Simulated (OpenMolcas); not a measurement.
**How methods differ on AlO (oxoaluminum)**

AlO has 2 atoms, charge 0, and is taken as a doublet. SMILES: `[O]=[Al]`. Geometry: a GFN2-xTB relaxation, a rough one for these elements and not checked as a minimum.

```xyz
2

O     0.0000    0.0000    0.0000
Al    0.0000    0.0000    1.5700
```

Each level gives the energy change with the O1–Al2 bond stretched from 1.570 to 2.430 Å (eV). The values are calculated.

| level | kind | program | value (eV) | less FCI/STO-3G |
| --- | --- | --- | --- | --- |
| UHF/STO-3G | Hartree–Fock | OpenMolcas | 1.78 | -1.05 |
| U-r2SCAN/STO-3G | meta-GGA | OpenMolcas | 2.89 | +0.06 |
| UB3LYP/STO-3G | global hybrid | OpenMolcas | 2.74 | -0.09 |
| UM06-2X/STO-3G | hybrid meta-GGA | OpenMolcas | 2.83 | 0.00 |
| UPBE0/STO-3G | global hybrid | OpenMolcas | 2.79 | -0.04 |
| MRCI(3,3)/STO-3G | multireference | OpenMolcas | 1.79 | -1.04 |
| SC-NEVPT2(3,3)/STO-3G | multireference | OpenMolcas | 2.06 | -0.77 |
| FCI/STO-3G | exact in the basis | OpenMolcas | 2.83 | 0.00 |

FCI/STO-3G is exact within its basis and frozen core, so for wave-function methods in that basis the difference is their error; functionals converge differently with the basis, so for them it is only a difference. The first shape isn't each level's own minimum. The values span 1.78 to 2.89 eV. Spin contamination of the reference (⟨S²⟩ at least 0.1 too high) touches UHF/STO-3G. All rows use very small basis sets, so even the best lies far from the true value.
